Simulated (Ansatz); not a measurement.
## BClH₂ (charge -1), SMILES [BH2-]Cl: a relaxed scan of one distance, step by step

With the Python package of Ansatz (0.2.0).

Typed at the interpreter:
```pycon
>>> import ansatz as az
>>> from ase import Atoms
>>> import numpy as np
>>> BASIS_SET = "def2-SVP"
>>> FUNCTIONAL = "PBE0"
>>> NET_CHARGE = -1
>>> atoms = Atoms(["B", "Cl", "H", "H"], positions=[
...     (-0.1961, 0.0045, 0.3323),
...     (1.6099, -0.055, -0.0767),
...     (-0.6733, 0.9972, -0.1213),
...     (-0.7404, -0.9467, -0.1342),
... ])
>>> bclh2 = az.Crystal.molecule_from_ase(atoms)
>>> base = (
...     bclh2.calculation()
...     .basis(gaussian=BASIS_SET)  # atom-centred Gaussian functions
...     .functional(FUNCTIONAL)
...     .charge(NET_CHARGE)
...     .spin("collinear", total=1)
... )
>>> symbols = [site.symbol for site in bclh2.cartesian_sites]
>>> pairs = [(0, 1), (0, 2), (0, 3)]
>>> print("held (A)   E (eV)        ", "  ".join(f"{symbols[i]}{i}-{symbols[j]}{j}" for i, j in pairs))
held (A)   E (eV)         B0-Cl1  B0-H2  B0-H3
>>> for length in [1.1, 1.19, 1.29, 1.43, 1.61]:
...     report = base.relax(constraints=[az.DistanceConstraint((0, 2), at=length)], force_tolerance=0.02, max_steps=60).run().report
...     xyz = np.array(report["positions_ang"])
...     print(f"{length:6.2f} {report['free_energy_ev']:14.5f}  ", "  ".join(f"{np.linalg.norm(xyz[i] - xyz[j]):.3f}" for i, j in pairs))
...
DeckWarning: relax.constraints: the input's atoms, or those drawn, lie off the distances that are held; a relaxation that starts there is brought onto them ahead of its first SCF, by positions alone, an atom by 4.56e-2 Å at the most. With the symmetry [...]
  1.10   -13221.73396   1.906  1.100  1.228
  1.19   -13221.92737   1.901  1.190  1.228
  1.29   -13221.90884   1.897  1.290  1.228
  1.43   -13221.65250   1.888  1.430  1.228
  1.61   -13221.15845   1.876  1.610  1.227
```

Total energies depend on the basis set; only differences at equal settings carry meaning. Warnings are shown shortened and without file and line. The energies are electronic: no zero-point or thermal terms, and the basis set is short of its limit. The run takes the species as open-shell (spin multiplicity 2), which needn't be its ground state. For an odd-electron ion, approximate functionals spread the charge over both fragments and lower the stretched end too much. Anions want diffuse functions, which this basis lacks. Timing: 46 s on 1 thread of Intel(R) Xeon(R) Platinum 8259CL CPU @ 2.50GHz (Skylake/Cascade Lake), on a shared host, peak memory 0.2 GiB.
